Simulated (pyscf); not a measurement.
C⁻≡N⁺–CH₃ + CH₃• → H₃C–C•=N–CH₃ (addition; doublet surface; none broken, C–C formed). PySCF, gas phase, ωB97X-D3(BJ)/def2-SVP geometries. Energies in kcal/mol from the separated reactants.

```
level                      barrier  reaction energy
----------------------  ----------  ---------------
ωB97X-D3(BJ)/def2-TZVP         4.7            -25.1
PBE/def2-TZVP                  0.7            -30.0
r²SCAN/def2-TZVP        (withheld)       (withheld)
M06-2X/def2-TZVP               5.6            -22.3
ωB97M-D3(BJ)/def2-TZVP  (withheld)            -21.9
HF/def2-TZVP                  15.8             -7.5
```

Some entries are withheld; supply them.


- r²SCAN/def2-TZVP, barrier: 3.2
- r²SCAN/def2-TZVP, reaction energy: -26.4
- ωB97M-D3(BJ)/def2-TZVP, barrier: 5.7

The functionals in the table span 5.0 kcal/mol in this barrier, from PBE to ωB97M-D3(BJ). From the product side, H₃C–C≡N + CH₃• lies, by one bond made or cut, 28.3 kcal/mol under this saddle at ωB97M-D3(BJ). C⁻≡N⁺–CH₃ lies 22.5 kcal/mol over its isomer H₃C–C≡N, and others may lie lower still (electronic energy, ωB97M-D3(BJ)). H₃C–C•=N–CH₃ lies 20.8 kcal/mol over its isomer H₃C–C(CH₃)=N•, and others may lie lower still (electronic energy, ωB97M-D3(BJ)). This is the saddle that the search found; another between the same sides may lie lower.
